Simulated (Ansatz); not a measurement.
**AlNC: how the atomization moves with the basis**

AlNC, singlet; coordinates (Å): Al 0.000 0.000 -1.631; N 0.000 0.000 0.227; C 0.000 0.000 1.403. Quantity: atomization.

Ansatz 0.2.0, basis cc-pVDZ or cc-pVTZ; geometries are PBE0/def2-TZVP minima. Wave-function levels freeze the cores; HF, MP2 and coupled cluster are restricted for singlets and unrestricted otherwise, atoms included (their steps beyond CCSDT(Q) come from restricted open-shell runs), Kohn–Sham unrestricted where that lies lower. The reference is CCSDT(Q) or CCSDTQ (coupled cluster only where its series has nearly closed). Semilocal and hybrid functionals correlate all electrons outside any core potential and usually lie nearer their basis limit than the reference, so part of their error here is the reference's basis and frozen-core error; RPA and the MP2 part of double hybrids freeze the same cores as the reference. None of these values is a measured one. Energies are electronic, without zero-point terms. No spin–orbit coupling and no scalar relativity. The species are chosen: bound, without strong static correlation by their natural occupations or amplitudes, in their lowest spin state as far as vertical gaps and like structures tell, and with a ladder that closes on the reference, so errors are smaller than for species at large; levels whose determinant breaks symmetry or spin markedly are left out.

| level | cc-pVDZ (kJ/mol) | cc-pVTZ (kJ/mol) |
| --- | --- | --- |
| reference | 1111.8 (CCSDTQ) | 1204.6 (CCSDT(Q)) |
| HF | 773.3 | 812.5 |
| CCSD(T) | 1109.9 | 1204.1 |
| PBE | 1272.1 | 1305.5 |
| r2SCAN | 1195.5 | 1232.6 |
| PBE0 | 1209.7 | 1245.9 |
| B3LYP | 1215.6 | 1252.9 |
| wB97M-V | 1252.1 | 1281.2 |

From cc-pVDZ to cc-pVTZ the reference moves by 92.8 kJ/mol and PBE by 33.4; the step from CCSD(T) to the reference is 1.9 in the first and 0.6 in the last.
